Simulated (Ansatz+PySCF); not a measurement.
**singlet SH(-): levels of theory in one basis**

```csv
atom,x (Å),y (Å),z (Å)
S,0.0000,0.0000,-0.0864
H,0.0000,0.0000,1.3824
```

Basis set: def2-SVP (spherical functions). Correlated methods keep 5 orbitals frozen. Charge -1, multiplicity 1.

Computed with Ansatz (development build ahead of 0.2.0); each method stands on the lowest determinant of its kind that the runs found. NEVPT2 correlates all electrons. Active spaces start from the frontier orbitals, and the lowest solution found is given.

| method | E − E(RHF) (eV) | <S²> of the determinant |
| --- | --- | --- |
| RHF | 0.00 | 0.00 |
| RHF-MP2 | -3.59 | – |
| RHF-CCSD(T) | -4.17 | – |
| CASSCF(8,5) | -0.53 | – |
| SC-NEVPT2(8,5) | -3.60 | – |

**Question.** What does RHF-CCSD give on the same scale?

**Answer.** -4.10 eV.

**Question.** Is a single determinant a sound starting point here?

**Answer.** By this sign, yes. Unrestricted orbitals gain 0.00 eV and <S²> is 0.00 against 0.00 for a pure state. The CASSCF(8,5) natural occupations are 2.00, 2.00, 2.00, 1.97, 0.04.

Caution: no diffuse functions for an anion.
